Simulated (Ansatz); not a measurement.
A made-up structure of MgBH₂, doublet:

B1  (0.441, -0.982, 0.584)
Mg2  (-0.349, 0.779, -0.462)
H3  (0.870, -1.942, 1.151)
H4  (0.859, 0.011, 0.986)
(Å)

It is relaxed with PBE-D4/def2-SVP and then PBE0-D4/def2-TZVP (Ansatz 0.2.0). Atoms count as bonded within 1.22 times the sum of their covalent radii (H–H: 0.88 Å). The end point is not checked to be a true minimum.

Problem. Does its bonding change? (Judge from chemistry; the calculation decides.)

Solution. The calculation gives: Yes. Formed: none; broken: Mg2–H4.

Where it ends: The first stage lowers the energy by 0.82 eV in 8 steps. It ends as MgBH₂ ([BH2][Mg]):
```xyz
4
angstrom
B 0.5576 -0.6648 0.7757
Mg -0.6412 0.4939 -0.8602
H 0.6444 -1.8642 0.7721
H 1.2596 -0.0990 1.5715
```

Labels in which every atom is bracketed show which atoms are joined, not bond orders.

For scale, one of the runs: PBE0-D4/def2-TZVP relaxation, 75 basis functions, launched by `ansatz run in.yaml --threads 2 --pin off --events-out ev --progress --plain --max-ram 4352MiB`. The run took about 9 s on 2 CPU threads of an Arm Neoverse V2 (shared host).
